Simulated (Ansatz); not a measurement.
Input for Ansatz (development build ahead of 0.2.0):

```yaml
crystal:
  periodic: [false, false, false]
  atoms:
    - { symbol: C, position_ang: [0.04825, -0.00803, -1.30568] }
    - { symbol: C, position_ang: [-0.03732, -0.00707, 0.09988] }
    - { symbol: O, position_ang: [-0.03067, 0.03936, 1.22728] }
basis:
  gaussian: { orbitals: def2-SVP }
magnetization:
  spin_polarized: true
  initial_magnetization: 2
hamiltonian:
  xc: hf
correlation:
  method: ccsd_t
  frozen_orbitals: { C: 1, O: 1 }
scf:
  omitted_lower_state_checks: [stability, starts, atomic_configurations, cluster_reference, orbital_swaps, given_window_search, neighbouring_geometries, increment]
```

The input is written out in the form of the current development build from the run's settings.

Output:

| Quantity | Value |
| --- | --- |
| Converged | yes |
| Reference energy | -150.33715 hartree |
| Correlation energy | -0.40222 hartree |
| Total energy | -150.73937 hartree |
